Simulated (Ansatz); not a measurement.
Results of PBEsol (PAW; Ansatz, an electronic-structure program) for hcp Cd.

Settings: plane-wave cutoff 520 eV, 16×16×10 k mesh (along the axes of the cell as run), Fermi–Dirac smearing 0.1 eV, perturbation theory, force constants from a 4×4×2 q mesh, scalar-relativistic PAW data made under PBE.

Computed at the level's own relaxed cell. Harmonic vibrational thermodynamics at fixed volume:

| T (K) | S_vib (J/K per mol of atoms) | C_V (J/K per mol of atoms) | F_vib (eV/atom) |
|---|---|---|---|
| 0 | 0.00 | 0.00 | 0.0150 |
| 100 | 26.27 | 21.93 | 0.0020 |
| 200 | 42.37 | 24.11 | -0.0344 |
| 300 | 52.25 | 24.56 | -0.0837 |
| 400 | 59.34 | 24.73 | -0.1417 |
| 700 | 73.23 | 24.87 | -0.3498 |
| 1000 | 82.10 | 24.91 | -0.5921 |

The crystal is taken as a harmonic solid at every temperature: melting, phase changes and thermal expansion are not seen, nor the electrons' share in a metal.
